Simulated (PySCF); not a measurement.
Simulated outer-valence photoelectron spectrum of `CCCCl`. Level of theory: EOM-IP-CCSD/aug-cc-pVDZ in PySCF, restricted Hartree–Fock reference, 8 core orbitals frozen, non-relativistic, gas phase, PBE0-D3(BJ)/def2-SVP geometry.

Each root has a Gaussian of 0.5 eV full width with its one-hole share as area; cross sections and vibrations are left out, and the highest printed point is 100.

```json
{"ionisation energy (eV)": "10.1", "intensity": "0"}
{"ionisation energy (eV)": "10.2", "intensity": "1"}
{"ionisation energy (eV)": "10.3", "intensity": "4"}
{"ionisation energy (eV)": "10.4", "intensity": "11"}
{"ionisation energy (eV)": "10.5", "intensity": "26"}
{"ionisation energy (eV)": "10.6", "intensity": "49"}
{"ionisation energy (eV)": "10.7", "intensity": "74"}
{"ionisation energy (eV)": "10.8", "intensity": "91"}
{"ionisation energy (eV)": "10.9", "intensity": "89"}
{"ionisation energy (eV)": "11.0", "intensity": "71"}
{"ionisation energy (eV)": "11.1", "intensity": "45"}
{"ionisation energy (eV)": "11.2", "intensity": "23"}
{"ionisation energy (eV)": "11.3", "intensity": "10"}
{"ionisation energy (eV)": "11.4", "intensity": "3"}
{"ionisation energy (eV)": "11.5", "intensity": "1"}
{"ionisation energy (eV)": "11.6", "intensity": "0"}
{"ionisation energy (eV)": "11.7", "intensity": "0"}
{"ionisation energy (eV)": "11.8", "intensity": "0"}
{"ionisation energy (eV)": "11.9", "intensity": "1"}
{"ionisation energy (eV)": "12.0", "intensity": "3"}
{"ionisation energy (eV)": "12.1", "intensity": "10"}
{"ionisation energy (eV)": "12.2", "intensity": "22"}
{"ionisation energy (eV)": "12.3", "intensity": "41"}
{"ionisation energy (eV)": "12.4", "intensity": "64"}
{"ionisation energy (eV)": "12.5", "intensity": "85"}
{"ionisation energy (eV)": "12.6", "intensity": "98"}
{"ionisation energy (eV)": "12.7", "intensity": "100"}
{"ionisation energy (eV)": "12.8", "intensity": "94"}
{"ionisation energy (eV)": "12.9", "intensity": "81"}
{"ionisation energy (eV)": "13.0", "intensity": "63"}
{"ionisation energy (eV)": "13.1", "intensity": "43"}
{"ionisation energy (eV)": "13.2", "intensity": "25"}
{"ionisation energy (eV)": "13.3", "intensity": "12"}
{"ionisation energy (eV)": "13.4", "intensity": "5"}
{"ionisation energy (eV)": "13.5", "intensity": "2"}
{"ionisation energy (eV)": "13.6", "intensity": "0"}
{"ionisation energy (eV)": "13.7", "intensity": "0"}
{"ionisation energy (eV)": "13.8", "intensity": "0"}
{"ionisation energy (eV)": "13.9", "intensity": "1"}
{"ionisation energy (eV)": "14.0", "intensity": "4"}
{"ionisation energy (eV)": "14.1", "intensity": "11"}
{"ionisation energy (eV)": "14.2", "intensity": "23"}
{"ionisation energy (eV)": "14.3", "intensity": "42"}
{"ionisation energy (eV)": "14.4", "intensity": "62"}
{"ionisation energy (eV)": "14.5", "intensity": "77"}
{"ionisation energy (eV)": "14.6", "intensity": "81"}
{"ionisation energy (eV)": "14.7", "intensity": "74"}
{"ionisation energy (eV)": "14.8", "intensity": "59"}
{"ionisation energy (eV)": "14.9", "intensity": "44"}
{"ionisation energy (eV)": "15.0", "intensity": "37"}
{"ionisation energy (eV)": "15.1", "intensity": "39"}
{"ionisation energy (eV)": "15.2", "intensity": "45"}
{"ionisation energy (eV)": "15.3", "intensity": "47"}
{"ionisation energy (eV)": "15.4", "intensity": "41"}
{"ionisation energy (eV)": "15.5", "intensity": "28"}
{"ionisation energy (eV)": "15.6", "intensity": "16"}
{"ionisation energy (eV)": "15.7", "intensity": "7"}
{"ionisation energy (eV)": "15.8", "intensity": "3"}
{"ionisation energy (eV)": "15.9", "intensity": "1"}
{"ionisation energy (eV)": "16.0", "intensity": "0"}
```

Problem. Where are the maxima, and how many lines lie under the curve?

Solution. 4 maxima, at 10.8, 12.7, 14.6 and 15.3 eV, from 8 lines. At this width some lines have no maximum of their own.

Problem. List the lines with their holes.

Solution. 
```tsv
E (eV)	leading hole (HF orbital)	area	Koopmans (eV)
10.81	HOMO	0.96	11.66
10.88	HOMO-1	0.96	11.68
12.49	HOMO-2	0.96	13.34
12.68	HOMO-3	0.96	13.57
12.95	HOMO-4	0.96	13.88
14.47	HOMO-5	0.95	15.54
14.69	HOMO-6	0.95	15.86
15.29	HOMO-7	0.95	16.39
```

The widest gap, 1.61 eV, lies between 10.88 and 12.49 eV. Only orbitals with −ε under 21 eV, eight at most, were ionised, so the high end of the curve may lack lines.

Conformer computed: `[CH3:1][CH2:2][CH2:3][Cl:4]`: C1–C2–C3–Cl4 180°.

One conformer stands for the species.
